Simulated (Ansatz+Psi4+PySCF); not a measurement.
## doublet CHO₂: levels of theory in one basis

```xyz
4

C    -0.0004    0.0027   -0.0096
O     1.0470    0.0020    0.6651
O    -1.0514    0.0093    0.6738
H    -0.0023    0.0074   -1.1064
```

Basis set: cc-pVTZ (spherical functions). Left uncorrelated: 3 orbitals. Correlation on ROHF uses semicanonical orbitals with singles. Charge 0, multiplicity 2.

Computed with Ansatz (development build ahead of 0.2.0); each method stands on the lowest determinant of its kind that the runs found.

| method | E − E(ROHF) (eV) | <S²> of the determinant |
| --- | --- | --- |
| ROHF | 0.00 | 0.75 |
| UHF | -0.25 | 1.00 |
| ROHF-CCSD | -16.31 | – |
| ROHF-CCSD(T) | -17.11 | – |

**Question.** What does ROHF-MP2 give on the same scale?

**Answer.** -15.79 eV.

The restricted and unrestricted rows may stand on different electronic states: another unrestricted solution lies nearer the restricted one.

Caution for UHF: the unrestricted determinant is spin contaminated. Caution for ROHF-MP2, ROHF-CCSD, ROHF-CCSD(T): large amplitudes, a single reference is doubtful. Caution for ROHF-CCSD(T): another reference gives a lower total.
